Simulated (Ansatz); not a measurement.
Scan of B–AlH2, triplet

Starting geometry (PBE0/def2-TZVP stationary point for this spin, not checked as a minimum):

```xyz
4

B     0.0000    0.0000    1.5511
Al    0.0000    0.0000   -0.5282
H     0.0000   -1.4113   -1.2487
H     0.0000    1.4113   -1.2487
```

From there H4 moves along the line of the two atoms named below, all else staying in place; atoms are numbered as listed. Energies are in eV, counted from the starting geometry at the same level. Kohn–Sham curves are unrestricted where that lies lower.

Basis 6-31G; Ansatz 0.2.0. Only valence electrons are correlated (noble-gas cores frozen).

Unrestricted Kohn–Sham rows aren't spin-pure: their determinants' ⟨S²⟩ exceeds S(S+1) by up to 0.68, so they mix in states of higher spin.

Full CI is exact within this basis and frozen core; it isn't the basis-set limit.

| distance Al2-H4 (Å) | PBE0 |
| --- | --- |
| 1.288 | 1.003 |
| 1.438 | 0.224 |
| 1.585 | 0.000 |
| 1.751 | 0.107 |
| 1.967 | 0.532 |
| 2.149 | 0.993 |
| 2.507 | 1.926 |
| 2.910 | 2.653 |
| 3.571 | 3.020 |
| 4.185 | 3.085 |
| 5.331 | 3.106 |

Estimate the full CI curve in 6-31G from this one, knowing how PBE0 errs.

The computed full CI values, in eV from the starting point, and the error of PBE0 against them:
| distance Al2-H4 (Å) | full CI | PBE0 less full CI |
| --- | --- | --- |
| 1.288 | 1.065 | -0.062 |
| 1.438 | 0.256 | -0.032 |
| 1.585 | 0.000 | 0.000 |
| 1.751 | 0.067 | 0.040 |
| 1.967 | 0.429 | 0.102 |
| 2.149 | 0.824 | 0.169 |
| 2.507 | 1.577 | 0.350 |
| 2.910 | 2.187 | 0.466 |
| 3.571 | 2.609 | 0.411 |
| 4.185 | 2.666 | 0.419 |
| 5.331 | 2.670 | 0.436 |

PBE0 at 5.331 Å lies 0.436 eV (16 %) above the reference in this basis.

In so small a basis the reference is far from its limit while semilocal and hybrid functionals are nearer theirs, so the functionals' errors here hold much of the reference's basis and frozen-core error, which can add to them or hide them.
